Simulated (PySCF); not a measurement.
Species: C₃H₄F₂.
InChI=1S/C3H4F2/c4-2-1-3-5/h1-2H,3H2/b2-1+

Torsions of this conformer, `[F:1]/[CH:2]=[CH:3]/[CH2:4][F:5]`: C2–C3–C4–F5 0°.

The closed-shell ground state was solved at several levels (PySCF, density fitting, gas phase, non-relativistic). Isolated species at its PBE0-D3(BJ)/def2-SVP geometry (one conformer only).

```
           level  basis functions  HOMO (eV)  LUMO (eV)  gap (eV)  dipole (D)
  PBE0/def2-SVPD              138      -7.56       0.16      7.72        1.76
      PBE0/6-31G               53      -7.33       0.61      7.94        1.92
  PBE0/def2-TZVP              179      -7.46       0.28      7.74        1.64
    PBE0/cc-pVTZ              206      -7.40       0.37      7.77        1.60
  B97-2/pcSseg-2              236      -7.24       0.14      7.38        1.69
LC-wPBE/pcSseg-2              236     -10.24       2.40     12.64        1.76
   BLYP/pcSseg-2              236      -6.14      -0.73      5.41        1.62
wB97X-D/pcSseg-2              236      -9.36       2.03     11.39        1.72
PBE0/aug-cc-pVDZ              151      -7.48      -0.02      7.46        1.72
```

**Question.** Estimate the row for B97-D/pcSseg-2, a basis of 236 functions; the other rows only guide the guess.

**Answer.** HOMO -6.22 eV, LUMO -0.73 eV, gap 5.49 eV, dipole 1.60 D.

**Question.** Over all these levels, which gives the widest orbital gap and which the narrowest?

**Answer.** LC-wPBE/pcSseg-2 (range-separated hybrid) has the widest, 12.64 eV, and BLYP/pcSseg-2 (GGA) the narrowest, 5.41 eV. The two share the basis. From the narrowest to the widest the HOMO moves by -4.10 eV and the LUMO by +3.13 eV.

**Question.** How much does the basis alone move the frontier levels among the 5 PBE0 rows?

**Answer.** The HOMO by 0.23 eV and the LUMO by 0.63 eV. By rising basis size (HOMO, LUMO in eV): 6-31G -7.33, 0.61; def2-SVPD -7.56, 0.16; aug-cc-pVDZ -7.48, -0.02; def2-TZVP -7.46, 0.28; cc-pVTZ -7.40, 0.37.

**Question.** How far do the dipole and the HOMO energy spread over the levels?

**Answer.** The dipole runs from 1.60 to 1.92 D (mean 1.70 D) and the HOMO from -10.24 to -6.14 eV.
